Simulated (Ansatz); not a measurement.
# NH3 (triplet): from Hartree-Fock to the top rungs, cc-pVDZ

How much of the correlation energy of NH3 (triplet) does each wave-function method recover here?

Program: Ansatz 0.2.0, Gaussian basis. Level of theory: cc-pVDZ, core rule «outside noble gas», up to 1 orbitals frozen. These are calculated values, not measurements.

Plan: UHF; CCSD(T) on ROHF; CCSD(T) on UHF; BCCD(T) on ROHF; CISD as a restricted active space (open shells left free, so some higher excitations enter); CCSDT(Q) on ROHF; CCSDT(Q) on UHF; CASSCF and MRCISD+Q, 8 electrons in 7 orbitals; CASSCF and MRCISD+Q(relaxed), 8 electrons in 7 orbitals; CASSCF and NEVPT2, 8 electrons in 7 orbitals.

14 further runs of the same task are left out: 4 that didn't finish, 10 set aside as unsound or not needed. Runs told in other sessions of the task aren't counted.

### Step 1. What is computed

The geometry is a PBE0/def2-TZVP stationary point (not a proven minimum) of the parent state, kept for this charge and spin.

4 atoms, charge 0, spin multiplicity 3.

Atoms are counted from 1 here; the program's logs count them from 0.

Bond lengths: N1–H2 1.012 Å, N1–H3 1.012 Å, N1–H4 1.012 Å. Angles: H2–N1–H3 107.1°, H2–N1–H4 107.1°, H3–N1–H4 107.1°.

### Step 2. UHF

in.yaml reads:

```yaml
crystal:
  periodic: [false, false, false]
  atoms:
    - {symbol: N, position_ang: [0.000346, -0.000071, -0.066679]}
    - {symbol: H, position_ang: [0.938533, 0.012953, 0.313733]}
    - {symbol: H, position_ang: [-0.482601, 0.808210, 0.305505]}
    - {symbol: H, position_ang: [-0.460745, -0.820176, 0.307354]}
basis:
  gaussian: {orbitals: cc-pVDZ}
magnetization: {spin_polarized: true, initial_magnetization: 2}
hamiltonian: {xc: hf}
output: {orbitals: {seedname: orbitals}}
```

Launch:

```bash
$ ansatz run in.yaml --threads 1 --pin off --events-out ev --progress --plain --max-ram 2393MiB
```

Further steps of the session: CCSD(T) on ROHF; CCSD(T) on UHF; BCCD(T) on ROHF; CISD as a restricted active space (open shells left free, so some higher excitations enter); CCSDT(Q) on ROHF; CCSDT(Q) on UHF; CASSCF and MRCISD+Q, 8 electrons in 7 orbitals; CASSCF and MRCISD+Q(relaxed), 8 electrons in 7 orbitals; CASSCF and NEVPT2, 8 electrons in 7 orbitals.

**Question.** What will the summary of the whole plan be? Wanted: UCCSDT(Q) from the RHF energy; RMP2 from UCCSDT(Q); UMP2 from UCCSDT(Q); RCCSD from UCCSDT(Q); RCCSD(T) from UCCSDT(Q); UCCSD(T) from UCCSDT(Q); RCCSDT(Q) from UCCSDT(Q); NEVPT2 valence from UCCSDT(Q); MRCISD+Q valence from UCCSDT(Q).

As calculated:

| quantity | value |
| --- | --- |
| UCCSDT(Q) from the ROHF energy | -5.1005 eV |
| RMP2 from UCCSDT(Q) | +63.7 kJ/mol |
| UMP2 from UCCSDT(Q) | +64.8 kJ/mol |
| RCCSD from UCCSDT(Q) | +11.9 kJ/mol |
| RCCSD(T) from UCCSDT(Q) | +1.9 kJ/mol |
| UCCSD(T) from UCCSDT(Q) | +1.9 kJ/mol |
| RCCSDT(Q) from UCCSDT(Q) | 0.0 kJ/mol |
| NEVPT2 valence from UCCSDT(Q) | +68.3 kJ/mol |
| MRCISD+Q valence from UCCSDT(Q) | +0.5 kJ/mol |
| MRCISD+Q(relaxed) valence from UCCSDT(Q) | -1.2 kJ/mol |
| levels within 1 kcal/mol (43 meV) | RCCSD(T), UCCSD(T), BCCD(T), RCCSDT, UCCSDT, RCCSDT(Q), MRCISD+Q valence, MRCISD+Q(relaxed) valence |
| T1 diagnostic | 0.012 |
| effectively unpaired electrons | 2.01 |

In words: RCCSD(T) lands +1.9 kJ/mol from the yardstick (0.4 % of the correlation energy). One determinant dominates. Of the multireference levels listed MRCISD+Q valence comes nearest in total energy (+0.5 kJ/mol), which doesn't show that its space is the better one. These misses are within one basis, not against nature; the frozen cores of restricted and unrestricted runs differ, which can shift their rows.

With open shells the CI space here admits some higher excitations, so it is larger than plain CISD.
